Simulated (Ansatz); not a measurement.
[BH$_{2}$···H···BH$_{2}$], doublet along the distance B1-H4

Starting geometry:

```yaml
atoms:
  - { symbol: B, position_ang: [-1.3317, 0.0000, 0.0000] }
  - { symbol: H, position_ang: [-1.9284, 1.0336, 0.0000] }
  - { symbol: H, position_ang: [-1.9284, -1.0336, 0.0000] }
  - { symbol: H, position_ang: [-0.1382, 0.0000, 0.0000] }
  - { symbol: B, position_ang: [1.3563, 0.0000, 0.0000] }
  - { symbol: H, position_ang: [1.8654, 0.0000, 1.0770] }
  - { symbol: H, position_ang: [1.8654, 0.0000, -1.0770] }
```

From there H4 is moved from one fragment to the other while all else, the fragments' distance too, stays fixed, so the hump isn't the reaction's barrier; atoms are numbered as listed. Energies are in kJ/mol, counted from the starting geometry at the same level.

Basis cc-pVDZ; Ansatz 0.2.0. Correlated methods freeze the noble-gas cores. Prefix R: restricted or restricted open-shell reference; prefix U: unrestricted.

For open shells CISD is restricted-active-space CI with the open shells as a complete middle space. The reference follows the lowest state, whose symmetry changes from B1 to B2 between 1.333 and 1.379.

Full CI isn't at hand for all of this; UCCSDT(Q) serves as the reference, and is uncertain by about the last step of the cluster series. The frozen core follows each run's orbitals, which can shift R against U totals by a few meV.

| distance B1-H4 (Å) | UCCSDT(Q) | error RMP2 | error UMP2 | error CISD | error UCCSD(T) | error UCCSDT | error RCCSDT(Q) |
| --- | --- | --- | --- | --- | --- | --- | --- |
| 1.110 | 21.0 | -0.5 | -0.5 | -1.5 | -0.1 | 0.0 | 0.0 |
| 1.194 | 0.0 | 0.0 | 0.0 | 0.0 | 0.0 | 0.0 | 0.0 |
| 1.240 | -3.2 | 0.3 | 0.3 | 0.9 | 0.1 | 0.0 | 0.0 |
| 1.286 | -1.5 | 0.5 | 0.5 | 1.7 | 0.1 | 0.0 | 0.0 |
| 1.333 | 4.8 | 0.8 | 0.8 | 2.6 | 0.2 | 0.1 | 0.0 |
| 1.379 | 14.5 | 1.0 | 1.0 | 2.7 | 0.2 | 0.1 | 0.0 |
| 1.425 | 12.9 | 0.9 | 0.9 | 2.0 | 0.2 | 0.0 | 0.0 |
| 1.472 | 15.9 | 0.7 | 0.7 | 1.2 | 0.1 | 0.0 | 0.0 |
| 1.518 | 24.1 | 0.6 | 0.6 | 0.5 | 0.0 | 0.0 | 0.0 |

Errors are those of relative energies. In total energy the starting point itself misses UCCSDT(Q) by: RMP2 128.8, UMP2 128.9, CISD 56.2, UCCSD(T) 2.8, UCCSDT 0.3, RCCSDT(Q) 0.0 kJ/mol.

Spread of the error over the points with a reference, to 1.518 Å (largest less smallest): RCCSDT(Q) 0.0, UCCSDT 0.1, UCCSD(T) 0.3, RMP2 1.5, UMP2 1.5, CISD 4.2 kJ/mol.
